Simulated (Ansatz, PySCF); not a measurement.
System: C2H5O (charge 0, doublet). It need not be the lowest isomer of its formula. 
Geometry from a B3LYP-D3(BJ)/def2-TZVP (Ansatz, a quantum-chemistry and plane-wave program) optimisation:
SMILES: [CH2]OC
```xyz
8

C     -0.0560     1.1737    -0.3437
O     -0.2494     0.1159     0.4755
C      0.1826    -1.1352    -0.0391
H      0.7035     1.1018    -1.1141
H     -0.3396     2.1210     0.0879
H      0.0061    -1.8765     0.7369
H     -0.3840    -1.3991    -0.9365
H      1.2500    -1.1055    -0.2808
```
Charge 0, spin multiplicity 2.


Wanted: enthalpy of formation at 298 K (from the atomisation energy, B3LYP-D3(BJ)/def2-TZVP harmonic zero-point and thermal terms from PySCF, and the atoms' enthalpies of formation in the G2/97 table; no spin-orbit terms, and no core term in the frozen-core levels), in kJ/mol. Correlated levels leave the core frozen unless marked. Open shells are spin-unrestricted. No spin-orbit coupling. Non-relativistic. The coupled-cluster limit lacks core correlation, which all-electron functionals hold. CBS(X,Y): correlation extrapolated as X^-3; Hartree-Fock from the larger set. The bracket is a focal-point correction in the basis named.

```json
[
 {"level": "HF-D4/def2-TZVPD", "program": "PySCF + dftd4", "enthalpy of formation at 298 K (kJ/mol)": "760.7"},
 {"level": "PBE0/def2-QZVPP", "program": "Ansatz", "enthalpy of formation at 298 K (kJ/mol)": "-11.3"}
]
```

Problem. Predict the RI-MP2/CBS(cc-pVTZ,cc-pVQZ)+[CCSD(T)-MP2]/cc-pVTZ result (Ansatz).

Solution. 2.3 kJ/mol, so PBE0/def2-QZVPP differs from it by -13.6 kJ/mol.
